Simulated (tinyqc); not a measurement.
A ladder of methods, and size consistency: correlation methods against full CI in the sto-3g basis, for HF, spin multiplicity 1. Computed by the program tinyqc with PySCF. All electrons correlated; +Q is the Davidson correction (1 - c0^2) E_corr. The last columns treat two copies 100 angstrom apart as one system. FCI is the lowest singlet.

Geometry (angstrom):

| atom | x | y | z |
|---|---|---|---|
| F | 0.0000 | 0.0000 | 0.0000 |
| H | 0.0000 | 0.0000 | 0.8250 |

RHF energy of one = -98.544033 hartree

Correlation energies (hartree):

| method | E_corr of one | share of FCI (%) | E_corr of two at 100 angstrom | two minus twice one (mhartree) |
|---|---|---|---|---|
| MP2 | -0.013657 | 69.8216 | -0.027314 | 0.0000 |
| CISD | -0.019560 | 100.0000 | -0.038747 | 0.3721 |
| CISD+Q | -0.019749 | 100.9702 | -0.039477 | 0.0220 |
| CCSD | -0.019560 | 100.0000 | -0.039119 | 0.0000 |
| CCSD(T) | -0.019560 | 100.0000 | -0.039119 | 0.0000 |
| FCI | -0.019560 | 100.0000 | - | - |

What does the comparison show, and why?

MP2 recovers 70 %, CISD 100.0 % and CCSD 100.0 % of the FCI value (c0^2 = 0.990 in CISD). MP2 and coupled cluster are size consistent, so their last column vanishes; CISD loses 0.37 mhartree, since a double excitation on each copy is a quadruple of the pair, and the Davidson correction leaves +0.02. With two electrons, or one virtual orbital, CISD and CCSD are exact for one copy, so +Q overshoots there.
